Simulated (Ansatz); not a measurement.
A calculation with Ansatz (development build ahead of 0.2.0).

```yaml
crystal:
  periodic: [false, false, false]
  atoms:
    - { symbol: C, position_ang: [1.10509, 0.00657, 0.00829] }
    - { symbol: C, position_ang: [0.00755, 1.10147, -0.00851] }
    - { symbol: C, position_ang: [-1.09213, 0.00691, 0.00247] }
    - { symbol: C, position_ang: [-0.00496, -1.10283, 0.00859] }
    - { symbol: H, position_ang: [1.73314, -0.00259, 0.88165] }
    - { symbol: H, position_ang: [-0.00071, 1.73904, 0.87251] }
    - { symbol: H, position_ang: [-1.74664, -0.00568, 0.87148] }
    - { symbol: H, position_ang: [0.00791, -1.73178, 0.87994] }
    - { symbol: H, position_ang: [1.73946, 0.00602, -0.88427] }
    - { symbol: H, position_ang: [0.00287, 1.73607, -0.88935] }
    - { symbol: H, position_ang: [-1.74011, -0.00285, -0.88588] }
    - { symbol: H, position_ang: [-0.00283, -1.73869, -0.88872] }
basis:
  gaussian: { orbitals: "6-31G" }
hamiltonian:
  xc: hf
```

The input is written out in the form of the current development build from the run's settings.

Results

```json
{
 "Converged": "yes",
 "Total energy": "-156.02921 hartree",
 "Spin squared of the determinant": "0.000"
}
```
